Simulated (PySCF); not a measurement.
**Ionisation energy of Mg by level of theory**

Mg [Ne] 3s2 (1S) → Mg⁺ [Ne] 3s1 (2S), as a difference of total energies. Calculation: PySCF 2.14, in dyall-av3z (20s13p6d4f, 117 functions); no relativity, point nucleus. Correlated levels: valence: [Ne] frozen; virtual orbitals above 40 to 60 times the deepest correlated orbital energy dropped. The calculations carry no spin-orbit coupling.

Question: Order these methods by the ionisation energy they give, lowest first.
A. r2SCAN
B. wB97X-V
C. UHF
D. PBE

Answer: C (6.605 eV), A (7.370 eV), B (7.528 eV), D (7.613 eV).

Errors of the correlated levels include the incompleteness of this basis and the frozen core.

MP2 underrates the near-degeneracy of ns² with np² in the lower species.

For comparison: 7.646 eV (measured; NIST Atomic Spectra Database, ionization energies).
